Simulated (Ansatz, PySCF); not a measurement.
This PySCF input computes a CCSD(T)/cc-pVDZ energy:

```python
from pyscf import gto, scf, mp, cc as ccmod

mol = gto.M(
    atom='''
    C     0.66635149   -0.08229039    0.02948477
    C    -0.57464739    0.07096549   -0.02542704
    H     1.73846136   -0.21468951    0.07692356
    H    -1.02215701    1.01799782   -0.36525859
    H    -1.26652897   -0.73535889    0.26398866
    ''',
    basis='cc-pvdz',
    charge=1,
    spin=0,
    verbose=4,
)

mf = scf.RHF(mol)
mf.conv_tol = 1e-10
mf.max_cycle = 100
mf.kernel()
mp2 = mp.MP2(mf, frozen=2).run()
cc = ccmod.CCSD(mf, frozen=2)
cc.max_cycle = 100
cc.kernel()
et = cc.ccsd_t()
print(f'E(CCSD(T)) = {cc.e_tot + et:.9f}')
```

Write an input for the same energy in Ansatz (a program for electronic structure) and say what it gives.


Ansatz 0.2 input:
```yaml
crystal:
  periodic: [false, false, false]
  atoms:
    - {symbol: C, position_ang: [0.66635149, -0.08229039, 0.02948477]}
    - {symbol: C, position_ang: [-0.57464739, 0.07096549, -0.02542704]}
    - {symbol: H, position_ang: [1.73846136, -0.21468951, 0.07692356]}
    - {symbol: H, position_ang: [-1.02215701, 1.01799782, -0.36525859]}
    - {symbol: H, position_ang: [-1.26652897, -0.73535889, 0.26398866]}
basis:
  gaussian:
    orbitals: cc-pVDZ
total_charge: 1
magnetization: {spin_polarized: false}
correlation: {method: ccsd_t, electrons: outside_noble_gas}
```
It gives -77.36132 Eh, and PySCF -77.36132 Eh, a difference of 0.00 mEh.
